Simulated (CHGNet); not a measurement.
## Rock-salt TiN

Method: the machine-learned potential CHGNet-r²SCAN (trained on r²SCAN data).

Cell: relaxed at this level.

- lattice constant a: 4.241 Å
- volume per atom: 9.53 Å³/atom

Measured, for comparison: lattice constant a 4.239 Å, equilibrium volume per atom 9.52 Å³/atom (temperature not stated, no zero-point or thermal correction; as tabulated in Zhang et al. (2018), doi:10.1088/1367-2630/aac7f0). Computed (rounded) less measured: lattice constant a 0.0 %, equilibrium volume per atom +0.1 %.

A machine-learned potential is trained on density-functional data: it inherits that level's misses and adds fitting errors of its own.

Note: the model gives imaginary modes for this phase (in the spectrum interpolated from a supercell).
